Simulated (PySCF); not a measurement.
Gas-phase reaction: 2 N2O + 3 O2 ⇌ 4 NO2

Energies from PySCF, thermal terms from the rigid-rotor harmonic-oscillator model, ideal gas at 1 bar. Table values come from the NASA 1993 polynomials. † marks an energy on the PBE0/def2-TZVP geometry and frequencies; other levels use their own. MP2 and CCSD(T) freeze the core. Open shells (unrestricted): O2 (multiplicity 3), NO2 (multiplicity 2); the rest are closed-shell singlets. B3LYP is the form with VWN-RPA correlation. MP2 isn't extrapolated to the basis-set limit; its ΔH°(298 K) is -0.4 kJ in def2-SVP and -20.5 kJ in def2-TZVPP. CCSD(T) isn't extrapolated to the basis-set limit; its ΔH°(298 K) is 2.6 kJ in def2-SVP and -4.8 kJ in def2-TZVPP. The harmonic model lacks anharmonicity and excited electronic states, which grow with temperature; levels with a mode under 35 cm⁻¹ are left out.

log10 K (1 bar standard state):

```tsv
T (K)	table	B3LYP/def2-TZVP†	CCSD(T)/def2-SVP†	MP2/def2-TZVPP†	PBE/def2-SVP	PBE0/def2-TZVP
600	-2.8	-2.4	-5.3	-3.3	5.5	-1.3
1000	-3.9	-3.7	-5.4	-4.2	1.1	-3.0
1600	-4.5	-4.4	-5.5	-4.7	-1.5	-4.0
1800	-4.6	-4.5	-5.5	-4.8	-1.9	-4.2
2500	-4.9	-4.9	-5.6	-5.1	-3.0	-4.6
```
Ten kJ in ΔG° is worth 0.87 decades in K at 600 K and 0.21 at 2500 K.
